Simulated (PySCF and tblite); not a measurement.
1,2-dimethoxyethane, C4H10O2, numbered as in [CH3:1][O:2][CH2:3][CH2:4][O:5][CH3:6].

Search: ETKDG and KDG, MMFF94s, GFN2-xTB, 150 starts; geometries at PBE0-D3(BJ)/def2-SVP. Energies: B3LYP-D3(BJ)/def2-TZVP (IEF-PCM, chloroform), with GFN2-xTB thermal terms (modes under about 100 cm⁻¹ blended into free rotors). Symmetry numbers and mirror images are counted. Conformers within 3 kcal/mol (GFN2-xTB free energy) were kept, 8 at most. GIAO shieldings: wB97X-D/pcSseg-1 (IEF-PCM, chloroform). Shifts are against TMS (¹H), TMS (¹³C) at the same level. Codes: tblite and PySCF.

Torsions listed: C1–O2–C3–C4, O2–C3–C4–O5, C3–C4–O5–C6. Of a mirror pair one member is shown.

```
conformer              shape  weight %  dipole D
        1   -177°, 75°, -81°      35.6      1.74
        2    71°, 62°, -179°      29.1      2.78
        3  180°, -179°, 180°      18.3      0.01
        4  -80°, -178°, 179°      10.3      1.95
        5    -79°, -70°, 78°       4.7      2.21
```

Not shown: 3 more, 2.1 % in all.

(1) How do the computed shifts compare with measured ones?

## Answers

(1) 
| nucleus | signal | leading conformer | average | measured | medium |
| --- | --- | --- | --- | --- | --- |
| ¹H | H1/H6 | 3.38 | 3.36 | 3.28 | THF-d8 |
| ¹H | H3/H4 | 3.35 | 3.34 | 3.43 | THF-d8 |
| ¹³C | C1/C6 | 60.8 | 59.7 | 58.72 | THF-d8 |
| ¹³C | C3/C4 | 75.9 | 72.9 | 72.58 | THF-d8 |

Measured values: Fulmer et al., Organometallics 2010, 29, 2176. Mean difference for ¹H: -0.01 ppm, scatter 0.09 ppm. Mean difference for ¹³C: 0.65 ppm, scatter 0.33 ppm. The computed shifts are unscaled and lack vibrational corrections.
